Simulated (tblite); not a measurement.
Methoxyacetaldehyde, C3H6O2.
Numbering: `[CH3:1][O:2][CH2:3][CH:4]=[O:5]` (hydrogens: H6, H7, H8 on C1; H9, H10 on C3; H11 on C4)

Computed with GFN2-xTB (tblite), gas phase: Langevin dynamics at 400 K from the optimised GFN2-xTB geometry, time step 0.5 fs, friction 0.01 fs⁻¹, 2000 steps. Over the second half of the run the saved frames average 346 K.

The optimised geometry, where the run starts:
```
atom  x, y, z in Å
C1     -1.485    0.375    0.057
O2     -0.621   -0.174    1.026
C3      0.734    0.098    0.781
C4      1.319   -0.728   -0.341
O5      2.340   -0.481   -0.915
H6     -1.392    1.467    0.022
H7     -2.494    0.106    0.361
H8     -1.285   -0.028   -0.942
H9      1.271   -0.176    1.697
H10     0.906    1.168    0.591
H11     0.713   -1.624   -0.579
```

t = 25 fs, T = 227 K, E(pot) 0.424 eV above the start
```
atom  x, y, z in Å  |  force x, y, z in eV/Å
C1     -1.492    0.278    0.059   -2.525  -1.464   1.831
O2     -0.616   -0.239    1.027   -0.443  -0.606   0.135
C3      0.687    0.148    0.861    1.130   0.379  -1.606
C4      1.285   -0.616   -0.343   -0.432  -1.181   0.185
O5      2.341   -0.523   -0.897   -0.206   0.500   0.399
H6     -1.538    1.340    0.217   -0.554   0.643  -0.094
H7     -2.484   -0.308    0.343    1.448   1.600  -0.476
H8     -1.363    0.063   -0.970    0.875  -0.369  -0.911
H9      1.236   -0.018    1.772    0.274  -0.463   0.356
H10     0.782    1.229    0.661   -0.065   0.127  -0.102
H11     0.560   -1.460   -0.658    0.498   0.834   0.283
```

t = 100 fs, T = 394 K, E(pot) 0.364 eV above the start
```
atom  x, y, z in Å  |  force x, y, z in eV/Å
C1     -1.794   -0.374    0.476    0.136   0.577  -1.766
O2     -0.630   -0.458    1.195    1.959   0.872  -0.301
C3      0.520    0.168    0.587   -0.202   0.621   1.612
C4      1.233   -0.664   -0.428   -0.378  -0.192  -0.137
O5      2.330   -0.394   -0.837   -0.514  -0.526  -0.114
H6     -2.012    0.683    0.142    0.102  -0.972   0.102
H7     -2.509   -0.721    1.140   -1.763  -0.330   1.335
H8     -1.828   -1.101   -0.362    0.185   0.600  -0.185
H9      1.159    0.427    1.468    0.067  -0.664  -0.447
H10     0.367    1.213    0.210   -0.597  -0.727  -0.254
H11     0.578   -1.552   -0.766    1.003   0.740   0.154
```

t = 200 fs, T = 500 K, E(pot) 0.603 eV above the start
```
atom  x, y, z in Å  |  force x, y, z in eV/Å
C1     -1.754   -1.190    0.516    0.976   2.962  -2.963
O2     -0.615   -0.633    1.143   -0.811  -1.010   1.280
C3      0.259    0.092    0.371    1.074   0.095  -0.748
C4      1.313   -0.847   -0.383   -3.759   1.690   1.079
O5      2.359   -0.560   -0.790    3.270   1.186  -0.645
H6     -2.489   -0.359    0.307    0.393  -0.290   0.044
H7     -2.273   -1.850    1.099   -0.510  -1.886   1.383
H8     -1.423   -1.532   -0.498   -0.628  -0.437   0.746
H9      0.729    0.764    1.095    0.418   0.006  -0.217
H10    -0.280    0.738   -0.367    0.419  -0.452   0.079
H11     0.842   -1.736   -0.688   -0.843  -1.863  -0.037
```

t = 275 fs, T = 473 K, E(pot) 0.546 eV above the start
```
atom  x, y, z in Å  |  force x, y, z in eV/Å
C1     -1.452   -1.542    0.247   -1.184  -3.009   0.787
O2     -0.753   -0.633    0.936    1.742   1.785   1.333
C3      0.217    0.030    0.184    1.676  -0.480  -0.970
C4      1.419   -0.940   -0.189   -2.614   1.946   1.028
O5      2.451   -0.557   -0.576    2.408   0.936  -1.135
H6     -2.037   -1.152   -0.543   -0.730   0.715  -1.074
H7     -2.142   -1.899    1.065    0.292  -0.285  -1.036
H8     -0.881   -2.429   -0.190   -0.374   0.841   0.636
H9      0.747    0.878    0.707   -1.106  -0.669  -0.263
H10    -0.252    0.344   -0.775    0.389   0.312   0.269
H11     1.242   -1.939    0.042   -0.499  -2.093   0.424
```

t = 375 fs, T = 267 K, E(pot) 0.503 eV above the start
```
atom  x, y, z in Å  |  force x, y, z in eV/Å
C1     -1.313   -2.015    0.307   -1.774   0.498  -0.320
O2     -0.754   -0.830    0.781   -1.478  -0.393   2.372
C3      0.224   -0.263    0.097    2.830  -0.419  -2.813
C4      1.614   -0.923    0.309    1.663   0.075   0.637
O5      2.707   -0.711   -0.218   -2.986  -0.404   1.007
H6     -0.690   -2.458   -0.438    0.288  -0.475  -0.622
H7     -2.327   -1.693   -0.142    1.119  -0.955   0.438
H8     -1.454   -2.710    1.142   -0.129   0.161  -0.188
H9      0.284    0.752    0.402    0.195   1.126   0.198
H10     0.074   -0.316   -1.015   -0.126   0.327   0.305
H11     1.502   -1.638    1.215    0.398   0.460  -1.014
```

t = 450 fs, T = 252 K, E(pot) 0.380 eV above the start
```
atom  x, y, z in Å  |  force x, y, z in eV/Å
C1     -1.137   -2.071    0.424    0.816  -2.478   0.108
O2     -0.658   -0.858    0.728    0.777   2.858   0.162
C3      0.490   -0.492   -0.020   -0.787   0.988  -0.443
C4      1.687   -1.181    0.471    2.073  -1.010   0.309
O5      2.842   -1.034    0.093   -2.092  -0.303   0.877
H6     -0.316   -2.832    0.686   -1.323   0.161  -0.383
H7     -1.390   -2.188   -0.629   -0.108  -0.056  -0.302
H8     -2.008   -2.201    1.040   -0.345  -0.378   0.224
H9      0.568    0.625   -0.041    0.043  -0.710   0.326
H10     0.354   -0.776   -1.076   -0.058  -0.066  -0.162
H11     1.351   -1.994    1.244    1.005   0.994  -0.716
```

t = 550 fs, T = 331 K, E(pot) 0.397 eV above the start
```
atom  x, y, z in Å  |  force x, y, z in eV/Å
C1     -1.114   -2.058    0.703    1.138  -0.879  -1.420
O2     -0.333   -0.905    0.669    1.490  -0.454  -0.917
C3      0.847   -0.999   -0.168   -0.315   1.757   0.207
C4      2.150   -1.292    0.572   -3.362  -1.164   1.196
O5      3.243   -1.201    0.171    2.000   0.337  -0.821
H6     -0.711   -2.877    1.288    0.516  -0.244   0.095
H7     -1.381   -2.436   -0.306    0.408   0.106   0.157
H8     -1.997   -1.780    1.131   -2.439   0.845   1.333
H9      0.935    0.026   -0.572    0.193   0.159   0.264
H10     0.708   -1.542   -1.100   -0.128  -0.817   0.197
H11     1.869   -1.704    1.592    0.497   0.355  -0.291
```

t = 750 fs, T = 444 K, E(pot) 0.324 eV above the start
```
atom  x, y, z in Å  |  force x, y, z in eV/Å
C1     -0.924   -1.412    1.397   -1.138  -0.155  -1.350
O2     -0.383   -0.509    0.480    1.039  -0.263  -1.129
C3      0.581   -1.114   -0.387    0.248   1.963  -0.709
C4      1.995   -1.038    0.117   -0.746   0.581   1.544
O5      2.960   -1.287   -0.532    0.395   0.016   0.259
H6     -0.197   -1.825    2.041    0.681  -0.150   1.124
H7     -1.393   -2.267    0.867    0.027   0.137   0.026
H8     -1.722   -0.835    1.833   -0.096  -0.038   0.781
H9      0.616   -0.557   -1.386   -0.532  -0.686   1.068
H10     0.409   -2.151   -0.526   -0.617  -1.053  -0.459
H11     1.953   -0.699    1.233    0.739  -0.354  -1.156
```

t = 775 fs
```
atom  x, y, z in Å
C1     -1.017   -1.231    1.443
O2     -0.523   -0.491    0.340
C3      0.495   -1.143   -0.420
C4      1.967   -1.117    0.063
O5      2.866   -1.178   -0.712
H6     -0.394   -1.300    2.314
H7     -1.200   -2.341    1.132
H8     -1.980   -0.777    1.573
H9      0.598   -0.642   -1.397
H10     0.327   -2.223   -0.625
H11     2.033   -0.954    1.178
```

**Question.** Estimate the potential energy and the forces of this last frame.

**Answer.** 0.391 eV above the start.

| atom | Fx (eV/Å) | Fy (eV/Å) | Fz (eV/Å) |
| --- | --- | --- | --- |
| C1 | -0.494 | -1.784 | -1.784 |
| O2 | 1.367 | -1.110 | -0.188 |
| C3 | 0.807 | 0.201 | -0.272 |
| C4 | -1.680 | 0.680 | 0.830 |
| O5 | 0.522 | -0.205 | 0.234 |
| H6 | 0.337 | 0.505 | 0.382 |
| H7 | 0.171 | 1.455 | 0.269 |
| H8 | -0.367 | 0.110 | 0.741 |
| H9 | -0.647 | -0.009 | 0.174 |
| H10 | -0.486 | 0.366 | 0.215 |
| H11 | 0.472 | -0.208 | -0.601 |

The bond farthest from its length at the start is C1–H7 (1.167 against 1.088 Å), and half the difference of its two atoms' forces along it is -1.87 eV/Å (positive lengthens). The largest atomic force is 2.57 eV/Å.

What follows is the cost of the whole dynamics run. Time: 6.0 s of wall time; peak memory 0.18 GiB. Hardware: one thread of an Intel Xeon Platinum 8375C at 2.90 GHz, on a shared host.
